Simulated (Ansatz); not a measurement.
Input file for `C=C1OC1=N`:

```yaml
crystal:
  periodic: [false, false, false]
  atoms:
    - {symbol: C, position_ang: [0.227033, 1.566694, 0.007318]}
    - {symbol: C, position_ang: [0.314956, 0.259700, 0.035377]}
    - {symbol: O, position_ang: [1.313789, -0.717005, 0.196119]}
    - {symbol: C, position_ang: [0.006280, -1.106614, 0.004752]}
    - {symbol: N, position_ang: [-0.571457, -2.199465, -0.069275]}
    - {symbol: H, position_ang: [-0.736181, 2.033641, -0.141756]}
    - {symbol: H, position_ang: [1.106437, 2.184963, 0.131734]}
    - {symbol: H, position_ang: [-1.568855, -2.079014, -0.220069]}
basis:
  gaussian: {orbitals: def2-TZVPP}
correlation: {method: ccsd_t}
output: {orbitals: {seedname: orbitals}}
```

```sh
$ ansatz run in.yaml --threads 2 --pin off --events-out ev --progress --plain --max-ram 4352MiB
```

The program prints (abridged):

```
Functional definition: HF
1216 factors; integrals over basis functions are off by at most 1.2e-3 eV
mean field evaluation 1: about -6653.3768 eV, gradient 3.9e1 eV
mean field evaluation 2: about -6653.7099 eV, gradient 3.9e1 eV
mean field evaluation 4: about -6657.1385 eV, gradient 4.9e0 eV
mean field evaluation 8: about -6657.2373 eV, gradient 5.5e-1 eV
mean field evaluation 16: about -6657.2403 eV, gradient 1.8e-6 eV
mean field -6657.24028641 eV, -244.6490680862 hartree, gradient 1.8e-6 eV, S^2 0.000000; 0 other end points of the search recorded, 0 dependent functions left out
5 core orbitals not correlated: weight in the atoms' cores, before any rotation towards them, 1.000 or more for the frozen orbitals, at most 0.000 for the correlated occupied ones
reference -6657.24028641 eV, -244.6490680862 hartree; 13, 13 occupied and 179, 179 virtual orbitals, 1216 factors
second order -24.40016553 eV of doubles, -0.00000000 eV of singles
cycle   1  -23.88603313 eV  change    5.1e-1 eV  update   1.3e-1
cycle   2  -24.56456086 eV  change   -6.8e-1 eV  update   4.4e-2
cycle   3  -24.74624640 eV  change   -1.8e-1 eV  update   2.2e-2
cycle   4  -24.73495808 eV  change    1.1e-2 eV  update   6.0e-3
cycle   5  -24.73146059 eV  change    3.5e-3 eV  update   3.1e-3
cycle   6  -24.73388960 eV  change   -2.4e-3 eV  update   1.2e-3
cycle   7  -24.73329947 eV  change    5.9e-4 eV  update   6.1e-4
cycle   8  -24.73314583 eV  change    1.5e-4 eV  update   2.1e-4
cycle   9  -24.73321092 eV  change   -6.5e-5 eV  update   7.1e-5
cycle  10  -24.73321315 eV  change   -2.2e-6 eV  update   1.8e-5
perturbative correction -1.24442003 eV, -0.0457315926 hartree
Total energy: -6683.21791960 eV, -245.6037284973 hartree
```

It took 82 s on 2 threads of an Arm Neoverse V2 on a shared host, with 2.5 GiB of host memory at the peak.

MP2 recovers 93.9 % of the CCSD(T) correlation energy and the triples give 4.8 %; T1 = 0.0158.
